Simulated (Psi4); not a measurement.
# M06-L/aug-cc-pVDZ (Cholesky decomposition, cholesky tolerance 1e-05, sweep point 7) run of BCl (SMILES [B]Cl)

Aim: the vertical ionisation energy of BCl at M06-L/aug-cc-pVDZ (Cholesky decomposition, cholesky tolerance 1e-05, sweep point 7), from 2 runs. Input form: a Python script.

The calculation is run with Psi4 1.11.

### 1 Starting point

BCl has 2 atoms, charge 0, and is taken as a singlet. SMILES: `[B]Cl`. The shape is that of a PBE0-D4/def2-TZVP optimisation.

Bond lengths: B1–Cl2 1.718 Å.

### 2 The energy at M06-L/aug-cc-pVDZ (Cholesky decomposition, cholesky tolerance 1e-05, sweep point 7)

job.py reads:

```python
import psi4

psi4.set_memory('1600 MB')
psi4.set_num_threads(1)
psi4.set_output_file('run.log', False)

mol = psi4.geometry("""
B      0.000000     0.000000    -0.069660
Cl     0.000000     0.000000     1.648190
symmetry c1
""")

psi4.set_options({
    'puream': True,
    'scf_type': 'cd',
    'dft_radial_points': 99,
    'dft_spherical_points': 590,
    'cholesky_tolerance': 1e-05,
})

e_tot, wfn = psi4.energy("m06-l/aug-cc-pVDZ", return_wfn=True)
print(f'total energy {e_tot:.8f} hartree = {e_tot * 27.211386:.5f} eV')
```

Command:

```
$ python job.py
```

run.log, cut to the lines that bear on the results:

```text
[...]
  Running in c1 symmetry.
[...]
  Nuclear repulsion =   26.183929276100940
[...]
  Multiplicity = 1
[...]
  Nalpha       = 11
  Nbeta        = 11
[...]
    Number of basis functions: 50
[...]
   @RKS iter   1:  -484.93750695896892   -2.19848e-01   4.94146e-03 ADIIS/DIIS
[...]
   @RKS iter   7:  -484.98303279014726   -3.50344e-08   3.69766e-07 DIIS
[...]
    Orbital Energies [Eh]
    ---------------------
    Doubly Occupied:
       1A   -101.241552     2A     -9.465818     3A     -7.169230
       4A     -7.165064     5A     -7.165064     6A     -6.753653
       7A     -0.859052     8A     -0.484660     9A     -0.369794
      10A     -0.369794    11A     -0.239629
[...]
  @RKS Final Energy:  -484.98303279014726
   => Energetics <=
    Nuclear Repulsion Energy =             26.1839292761009403
    One-Electron Energy =                -719.4353369394777928
    Two-Electron Energy =                 240.4735633089176190
    DFT Exchange-Correlation Energy =     -32.2051884356879725
    Empirical Dispersion Energy =           0.0000000000000000
    VV10 Nonlocal Energy =                  0.0000000000000000
    Total Energy =                       -484.9830327901472629
[...]
 Multipole Moments:
 ------------------------------------------------------------------------------------
     Multipole            Electronic (a.u.)      Nuclear  (a.u.)        Total (a.u.)
 ------------------------------------------------------------------------------------
 L = 1.  Multiply by 2.5417464519 to convert [e a0] to [Debye]
 Dipole X            :         -0.0000000            0.0000000           -0.0000000
 Dipole Y            :          0.0000000            0.0000000            0.0000000
 Dipole Z            :         -0.2441673            0.8694190            0.6252517
 Magnitude           :                                                    0.6252517
[...]
```

On the terminal:

```text
total energy -484.98303279 hartree = -13197.06051 eV
```

Run time: 6.6 s. Hardware: 1 thread of Intel Xeon Platinum 8488C (Sapphire Rapids), shared host; peak memory 0.73 GiB.

### 3 The doublet cation

job.py reads:

```python
import psi4

psi4.set_memory('1600 MB')
psi4.set_num_threads(1)
psi4.core.set_output_file('bcl.out', False)

mol = psi4.geometry("""
1 2
B      0.000000     0.000000    -0.069660
Cl     0.000000     0.000000     1.648190
symmetry c1
""")

psi4.set_options({
    'basis': 'aug-cc-pVDZ',
    'reference': 'uks',
    'puream': True,
    'scf_type': 'cd',
    'dft_radial_points': 99,
    'dft_spherical_points': 590,
    'cholesky_tolerance': 1e-05,
    'maxiter': 100,
})

e_tot, wfn = psi4.energy("m06-l", return_wfn=True)
print('E =', round(e_tot, 9))
for k, v in sorted(psi4.core.scalar_variables().items()):
    print(f'{k:45s} {v:18.10f}')
```

Command:

```
$ python job.py
```

bcl.out, cut to the lines that bear on the results:

```text
[...]
  Running in c1 symmetry.
[...]
  Nuclear repulsion =   26.183929276100940
[...]
  Multiplicity = 2
[...]
  Nalpha       = 11
  Nbeta        = 10
[...]
    Number of basis functions: 50
[...]
   @UKS iter   1:  -484.60437955546894    1.13279e-01   2.84682e-03 ADIIS/DIIS
[...]
   @UKS iter  10:  -484.62016642427909   -4.32675e-09   2.19817e-07 DIIS
[...]
   @S^2 Observed:                7.590209769E-01
[...]
    Orbital Energies [Eh]
    ---------------------
    Alpha Occupied:
       1A   -101.544490     2A     -9.762025     3A     -7.469439
       4A     -7.460264     5A     -7.460264     6A     -7.144044
       7A     -1.138997     8A     -0.774681     9A     -0.638032
      10A     -0.638032    11A     -0.606519
    Alpha Virtual:
      12A     -0.413648    13A     -0.413648    14A     -0.206684
      15A     -0.154823    16A     -0.116042    17A     -0.114762
      18A     -0.114762    19A     -0.079040    20A     -0.047357
      21A     -0.047355    22A     -0.044010    23A     -0.044010
      24A      0.002219    25A      0.014925    26A      0.014925
[...]
  @UKS Final Energy:  -484.62016642427909
   => Energetics <=
    Nuclear Repulsion Energy =             26.1839292761009403
    One-Electron Energy =                -712.8381311420469046
    Two-Electron Energy =                 233.9554927438609866
    DFT Exchange-Correlation Energy =     -31.9214573021940744
    Empirical Dispersion Energy =           0.0000000000000000
    VV10 Nonlocal Energy =                  0.0000000000000000
    Total Energy =                       -484.6201664242790912
[...]
 Multipole Moments:
 ------------------------------------------------------------------------------------
     Multipole            Electronic (a.u.)      Nuclear  (a.u.)        Total (a.u.)
 ------------------------------------------------------------------------------------
 L = 1.  Multiply by 2.5417464519 to convert [e a0] to [Debye]
 Dipole X            :         -0.0000000            0.0000000           -0.0000000
 Dipole Y            :          0.0000000            0.0000000            0.0000000
 Dipole Z            :         -2.1971551            0.8694190           -1.3277361
 Magnitude           :                                                    1.3277361
[...]
```

The script printed:

```text
E = -484.620166424
CURRENT ENERGY                                   -484.6201664243
CURRENT REFERENCE ENERGY                         -484.6201664243
DD SOLVATION ENERGY                                 0.0000000000
DFT FUNCTIONAL TOTAL ENERGY                      -484.6201664243
DFT TOTAL ENERGY                                 -484.6201664243
DFT VV10 ENERGY                                     0.0000000000
DFT XC ENERGY                                     -31.9214573022
GRID ELECTRONS ALPHA                               10.9999999503
GRID ELECTRONS BETA                                 9.9999999477
GRID ELECTRONS TOTAL                               20.9999998980
NUCLEAR REPULSION ENERGY                           26.1839292761
ONE-ELECTRON ENERGY                              -712.8381311420
PCM POLARIZATION ENERGY                             0.0000000000
PE ENERGY                                           0.0000000000
SCF ITERATION ENERGY                             -484.6201664243
SCF ITERATIONS                                     10.0000000000
SCF TOTAL ENERGY                                 -484.6201664243
TWO-ELECTRON ENERGY                               233.9554927439
XC GRID RADIAL POINTS                              99.0000000000
XC GRID SPHERICAL POINTS                          590.0000000000
XC GRID TOTAL POINTS                           114916.0000000000
```

It took 12 s on 1 thread of Intel Xeon Platinum 8488C (Sapphire Rapids), shared host; peak memory 0.74 GiB.

### 4 Results

Level: M06-L/aug-cc-pVDZ (Cholesky decomposition, cholesky tolerance 1e-05, sweep point 7).

| quantity | value |
| --- | --- |
| singlet BCl: total energy | -484.98303 Eh |
| singlet BCl: dipole moment | 1.59 D |
| singlet BCl: HOMO energy | -6.52 eV |
| singlet BCl: LUMO energy | -2.59 eV |
| singlet BCl: HOMO–LUMO gap | 3.93 eV |
| doublet cation: total energy | -484.62017 Eh |
| doublet cation: HOMO energy (highest over α and β) | -16.50 eV |
| doublet cation: LUMO energy (lowest over α and β) | -15.04 eV |
| doublet cation: ⟨S²⟩ | 0.759 |
| vertical ionisation energy (to the doublet cation) | 9.874 eV |

What this shows: Removing an electron at fixed nuclei costs 9.87 eV (228 kcal/mol). −ε(HOMO) before ionisation, 6.52 eV, is 3.35 eV below this ionisation energy.
